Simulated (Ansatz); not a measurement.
# One shape, several levels: SiH3F (SMILES F[SiH3])

We compute a comparison of 6 runs (B3LYP/STO-3G, UPBE/STO-3G, wB97M-V/STO-3G, CCSD/STO-3G, UCCSD(T)/STO-3G, FCI/STO-3G) of SiH3F. 

The calculation is run with Ansatz 0.2.0.

57 further runs of the same task are left out: 2 that didn't finish, 55 set aside as unsound or not needed.

### Step 1. The molecule

SiH3F: 5 atoms, total charge 0, spin state singlet. As SMILES, `F[SiH3]`. The H3–Si2 distance was set to 2.223 Å, away from the relaxed value. At this shape a bond of the SMILES string is far longer than usual.

Bond lengths: F1–Si2 1.600 Å, Si2–H4 1.482 Å, Si2–H5 1.482 Å. Angles: F1–Si2–H4 108.3°, F1–Si2–H5 108.3°, H4–Si2–H5 110.6°. A long bond or contact: Si2–H3 2.223 Å.

### Step 2. The energy at B3LYP/STO-3G (run 1)

File in.yaml:

```yaml
crystal:
  periodic: [false, false, false]
  atoms:
    - {symbol: F, position_ang: [-1.069060, 0.249446, 1.564466]}
    - {symbol: Si, position_ang: [0.248840, 0.067346, 0.675766]}
    - {symbol: H, position_ang: [-0.367800, -0.192600, -1.443700]}
    - {symbol: H, position_ang: [0.974140, -1.131254, 1.158066]}
    - {symbol: H, position_ang: [1.086040, 1.280046, 0.829866]}
basis:
  gaussian: {orbitals: STO-3G}
hamiltonian: {xc: {name: B3LYP}}
accuracy: high
```

Run with:

```sh
$ ansatz run in.yaml --threads 1 --pin off --max-ram 2610MiB --events-out events.jsonl --progress --plain --runs-dir runs
```

What it wrote:

```text
Warning: RAYON_NUM_THREADS=1 ignored (pool sized by the plan → 1); use --threads N
Functional definition: B3LYP
  name "B3LYP"
  parameter a0 = 0.2
  parameter ax = 0.72
  parameter ac = 0.81
  exchange = (1 - a0 - ax)*slater_x + ax*b88_x + a0*exact_x
  correlation = (1 - ac)*vwn_rpa_c + ac*lyp_c
291 factors; integrals over basis functions are off by at most 4.1e-8 eV
mean field evaluation 1: about -10506.6171 eV, gradient 2.4e1 eV
mean field evaluation 2: about -10504.1887 eV, gradient 3.0e1 eV
mean field evaluation 4: about -10509.3736 eV, gradient 1.2e0 eV
mean field evaluation 8: about -10509.3320 eV, gradient 1.9e-3 eV
mean field -10509.33195970 eV, -386.2108260380 hartree, gradient 5.7e-8 eV, S^2 0.000000; 0 other end points of the search recorded, 0 dependent functions left out
reference -10509.33198395 eV, -386.2108269290 hartree; 13, 13 occupied and 4, 4 virtual orbitals, 291 factors
Total energy: -10509.33198395 eV, -386.2108269290 hartree
```

Wall time 0.91 s (1 thread of Intel Xeon Platinum 8259CL at 2.50GHz (Skylake/Cascade Lake), shared host); peak memory 0.11 GiB.

### Step 3. A single-point energy at UPBE/STO-3G (run 2)

File input.yaml:

```yaml
crystal:
  periodic: [false, false, false]
  atoms:
    - {symbol: F, position_ang: [-1.069060, 0.249446, 1.564466]}
    - {symbol: Si, position_ang: [0.248840, 0.067346, 0.675766]}
    - {symbol: H, position_ang: [-0.367800, -0.192600, -1.443700]}
    - {symbol: H, position_ang: [0.974140, -1.131254, 1.158066]}
    - {symbol: H, position_ang: [1.086040, 1.280046, 0.829866]}
basis:
  gaussian:
    orbitals: STO-3G
magnetization:
  spin_polarized: true
  initial_magnetization: 0
hamiltonian:
  xc: pbe
accuracy: high
```

Run with:

```sh
$ ansatz run input.yaml --threads 1 --pin off --max-ram 2610MiB --events-out events.jsonl --progress --plain --runs-dir runs
```

What it wrote:

```text
Warning: RAYON_NUM_THREADS=1 ignored (pool sized by the plan → 1); use --threads N
Functional definition: PBE
  name "PBE"
  parameter kappa = 0.804
  parameter beta = 0.06672455060314922
  exchange = pbe_x(kappa = kappa, mu = beta*pi^2/3)
  correlation = pbe_c(beta = beta)
291 factors; integrals over basis functions are off by at most 4.1e-8 eV
mean field evaluation 1: about -10499.4284 eV, gradient 1.7e1 eV
mean field evaluation 2: about -10493.2629 eV, gradient 2.4e1 eV
mean field evaluation 4: about -10502.2872 eV, gradient 2.1e0 eV
mean field evaluation 8: about -10502.2639 eV, gradient 8.1e-2 eV
mean field evaluation 16: about -10502.2640 eV, gradient 5.2e-7 eV
mean field -10502.26397581 eV, -385.9510824208 hartree, gradient 2.0e-8 eV, S^2 0.000000; 0 other end points of the search recorded, 0 dependent functions left out
reference -10502.26397743 eV, -385.9510824803 hartree; 13, 13 occupied and 4, 4 virtual orbitals, 291 factors
Total energy: -10502.26397743 eV, -385.9510824803 hartree
```

It took 1.7 s on 1 thread of Intel Xeon Platinum 8259CL at 2.50GHz (Skylake/Cascade Lake), shared host; peak memory 0.14 GiB.

### Step 4. A single-point energy at wB97M-V/STO-3G (run 3)

File job.yaml:

```yaml
crystal:
  periodic: [false, false, false]
  atoms:
    - {symbol: F, position_ang: [-1.069060, 0.249446, 1.564466]}
    - {symbol: Si, position_ang: [0.248840, 0.067346, 0.675766]}
    - {symbol: H, position_ang: [-0.367800, -0.192600, -1.443700]}
    - {symbol: H, position_ang: [0.974140, -1.131254, 1.158066]}
    - {symbol: H, position_ang: [1.086040, 1.280046, 0.829866]}
basis:
  gaussian:
    orbitals: STO-3G
hamiltonian:
  xc: {name: wB97M-V}
accuracy: high
```

Run with:

```sh
$ ansatz run job.yaml --threads 1 --pin off --max-ram 2610MiB --events-out events.jsonl --progress --plain --runs-dir runs
```

What it wrote, shortened:

```text
Warning: RAYON_NUM_THREADS=1 ignored (pool sized by the plan → 1); use --threads N
Functional definition: wB97M-V
  name "wB97M-V"
[...]
  gx(w, u) = 1 - cx + cx01*u + cx10*w
  gss(w, u) = css00 + css04*u^4 + css10*w + css20*w^2 + css43*w^4*u^3
  gos(w, u) = cos00 + cos10*w + (cos20 + cos21*u)*w^2 + (cos60 + cos61*u)*w^6
[...]
      + integral(e_c_pw_mod_opposite_spin*gos(b97_w_opposite, b97_u_opposite)) + vv10(b, c)
291 factors; integrals over basis functions are off by at most 4.1e-8 eV
130 factors; integrals over basis functions are off by at most 8.5e-10 eV
[...]
mean field -10509.62159510 eV, -386.2214699426 hartree, gradient 9.3e-8 eV, S^2 0.000000; 0 other end points of the search recorded, 0 dependent functions left out
reference -10509.62159743 eV, -386.2214700280 hartree; 13, 13 occupied and 4, 4 virtual orbitals, 291 factors
Total energy: -10509.62159743 eV, -386.2214700280 hartree
```

It took 12 s on 1 thread of Intel Xeon Platinum 8259CL at 2.50GHz (Skylake/Cascade Lake), shared host; peak memory 0.27 GiB.

Runs 4 to 5 aren't shown in full; the table further down has their settings and results.

### Step 5. The energy at FCI/STO-3G (run 6)

File run.yaml:

```yaml
crystal:
  periodic: [false, false, false]
  atoms:
    - {symbol: F, position_ang: [-1.069060, 0.249446, 1.564466]}
    - {symbol: Si, position_ang: [0.248840, 0.067346, 0.675766]}
    - {symbol: H, position_ang: [-0.367800, -0.192600, -1.443700]}
    - {symbol: H, position_ang: [0.974140, -1.131254, 1.158066]}
    - {symbol: H, position_ang: [1.086040, 1.280046, 0.829866]}
basis:
  gaussian:
    orbitals: STO-3G
total_charge: 0
correlation:
  method: fci
  frozen_orbitals: {F: 1, H: 0, Si: 5}
accuracy: high
```

Run with:

```sh
$ ansatz run run.yaml --threads 1 --pin off --max-ram 2610MiB --events-out events.jsonl --progress --plain --runs-dir runs
```

What it wrote:

```text
Warning: RAYON_NUM_THREADS=1 ignored (pool sized by the plan → 1); use --threads N
Functional definition: HF
  name "HF"
  exchange = exact_x
  correlation = 0
291 factors; integrals over basis functions are off by at most 4.1e-8 eV
mean field evaluation 1: about -10480.6819 eV, gradient 2.0e1 eV
mean field evaluation 2: about -10480.6944 eV, gradient 2.0e1 eV
mean field evaluation 4: about -10482.7816 eV, gradient 1.1e0 eV
mean field evaluation 8: about -10482.7896 eV, gradient 5.2e-4 eV
mean field -10482.78955844 eV, -385.2354107827 hartree, gradient 1.3e-8 eV, S^2 0.000000; 0 other end points of the search recorded, 0 dependent functions left out; unrestricted orbitals would lower it
mean field evaluation 16: about -10483.3040 eV, gradient 3.7e-2 eV
6 core orbitals not correlated: weight in the atoms' cores, before any rotation towards them, 1.000 or more for the frozen orbitals, at most 0.000 for the correlated occupied ones
reference -10482.78955844 eV, -385.2354107827 hartree; 7, 7 occupied and 4, 4 virtual orbitals, 291 factors
state -10486.17277334 eV, -385.3597416372 hartree
Total energy: -10486.17277334 eV, -385.3597416372 hartree
```

It took 0.66 s on 1 thread of Intel Xeon Platinum 8259CL at 2.50GHz (Skylake/Cascade Lake), shared host.

### Step 6. Overview of the runs

| run | level | frozen core orbitals | energy (Eh) | wall time |
| --- | --- | --- | --- | --- |
| 1 | B3LYP/STO-3G | – | -386.210827 | 0.91 s |
| 2 | UPBE/STO-3G | – | -385.951082 | 1.7 s |
| 3 | wB97M-V/STO-3G | – | -386.221470 | 12 s |
| 4 | CCSD/STO-3G | 6 | -385.355085 | 0.18 s |
| 5 | UCCSD(T)/STO-3G | 6 | -385.358259 | 0.34 s |
| 6 | FCI/STO-3G | 6 | -385.359742 | 0.66 s |

### Step 7. What came out

| quantity | value |
| --- | --- |
| run 6: total energy | -385.35974 Eh |
| run 6: correlation energy (6 core orbitals frozen) | -124.3 mEh |

**Reading.** Against full CI in this basis: CCSD +4.7 mEh; UCCSD(T) +1.5 mEh. Totals of different functionals can't be ranked against each other. In run 4 the log says that unrestricted orbitals would lower the reference, so the values rest on an unstable closed-shell determinant (other closed-shell runs at this shape may share the fault). In runs 1, 2, 3, 4, 5, 6 the basis is minimal, so the values are rough. Spin contamination of the reference: run 5 ⟨S²⟩ = 0.55. All runs together took 16 s, the longest 12 s.
